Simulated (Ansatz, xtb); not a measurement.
C5H4O: 11 structures ranked

11 gas-phase structures of C5H4O, from a drawn sample of its isomers (lower ones may exist). Each was relaxed with GFN2-xTB; where two conformers were screened, the lower at r2SCAN-D4/def2-SVP//GFN2-xTB is listed:

A. `CC#CC=C=O`, a singlet
B. `C=C1C=CC1=O`, a singlet
C. `C#CC(C)=C=O`, a singlet
D. `C#C/C=C\C=O`, a singlet
E. `C#CCC=C=O`, a singlet
F. `C=CC=C=C=O`, a singlet
G. `C#CC(=C)C=O`, a singlet
H. `C=CC#CC=O`, a singlet
I. `C#CC(=O)C=C`, a singlet
J. `O=C=C1C=CC1`, a singlet
K. `C=CC1=CC1=O`, a singlet

Question: Estimate their order in r2SCAN-D4/def2-SVP//GFN2-xTB energy at these geometries, lowest first.

Answer: Calculated order at r2SCAN-D4/def2-SVP//GFN2-xTB: B (0.0), F (6.4), J (7.7), A (7.8), C (13.5), K (14.3), D (14.7), H (16.2), G (16.7), I (17.3), E (19.3) kcal/mol. Less than 1 kcal/mol parts J and A; C and K; K and D; H and G; G and I, so the order within those pairs means little.

Energies above the lowest of each column, in kcal/mol; the last columns are at r2SCAN-D4/def2-SVP geometries and were run for some of them only (a dash: not run or not comparable):

```
structure  GFN2-xTB  HF/STO-3G  r2SCAN-D4/def2-SVP//GFN2-xTB  r2SCAN-D4/def2-SVP  CCSD(T)/def2-SVP + ΔMP2/def2-TZVPP
        B       4.7        0.0                           0.0                 0.0                                 0.0
        F       8.8       29.8                           6.4                 5.6                                 9.7
        J       0.0        8.2                           7.7                 7.5                                11.5
        A       1.6        6.7                           7.8                 7.3                                 8.0
        C       7.8       12.2                          13.5                13.0                                   –
        K      18.7       31.1                          14.3                14.5                                   –
        D      16.8       17.8                          14.7                   –                                   –
        H      17.1       17.0                          16.2                   –                                   –
        G      19.8       18.2                          16.7                   –                                   –
        I      19.0       18.8                          17.3                   –                                   –
        E      11.3       19.2                          19.3                   –                                   –
```

CCSD(T)/def2-SVP + ΔMP2/def2-TZVPP puts B lowest of those it was run on; GFN2-xTB picks J. CCSD(T)/def2-SVP + ΔMP2/def2-TZVPP orders those it was run on as B (0.0), A (8.0), F (9.7), J (11.5) kcal/mol. Flexible structures stand in one conformer each, not always the lowest. Frequencies (r2SCAN-D4/def2-SVP) were run for A, B, F, J alone. ΔMP2 is the change of the MP2 energy from the smaller to the larger basis.

Over these structures GFN2-xTB departs from r2SCAN-D4/def2-SVP//GFN2-xTB by 4.5 kcal/mol on average once a common shift is removed. A GFN2-xTB relaxation took about 0.046 s and the r2SCAN-D4/def2-SVP//GFN2-xTB energy about 1.5 s on a shared host (Ansatz 0.2.0, xtb 6.7.1).
